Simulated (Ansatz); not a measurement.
## How close CCSD(T) comes to the exact answer in a basis

Each species is computed at the geometry given (Å), with frozen cores, in Ansatz 0.2.0: RHF-CCSD(T) for singlets, UHF-CCSD(T) otherwise, and full CI in the same basis. The program picks the determinant by a search with trial CCSD, so it needn't be the lowest Hartree–Fock solution. States: CF⁺ singlet Σ⁺, PH quintet Σ⁻ or Δ, BSi⁺ triplet Π. Cases whose determinant has another symmetry than full CI's state, or lies over 0.5 eV above the lowest of its kind, whose (Q) step broke down or whose higher cluster runs on it stay over 0.1 eV above full CI weren't drawn.

Task: Judging by size, spin and bonding, rank them by the size of CCSD(T)'s error in total energy against full CI in the same basis, smallest first (an estimate).
A. PH, quintet, aug-cc-pVDZ: P 0.000 0.000 0.000; H 0.000 0.000 1.559
B. CF⁺, singlet, 6-31G: C 0.000 0.000 0.000; F 0.000 0.000 1.207
C. BSi⁺, triplet, cc-pVDZ: Si 0.000 0.000 0.000; B 0.000 0.000 2.095

Result: A (18.9 meV), B (25.2 meV), C (56.7 meV).

```tsv
species	basis	correlated electrons	CCSD(T) − full CI (meV)	CCSDT(Q) − full CI (meV)	unpaired electrons (full CI)	T1	⟨S²⟩ of the determinant
PH, quintet	aug-cc-pVDZ	6	18.9	0.7	4.02	0.027	6.00
CF⁺, singlet	6-31G	10	25.2	-6.1	0.08	0.028	0.00
BSi⁺, triplet	cc-pVDZ	6	56.7	1.2	2.13	0.034	2.01
```

Unpaired electrons are Σ n²(2−n)² over natural occupations; an open shell counts its own unpaired electrons too. Frozen cores follow each run's orbitals, which moves totals by a few meV.
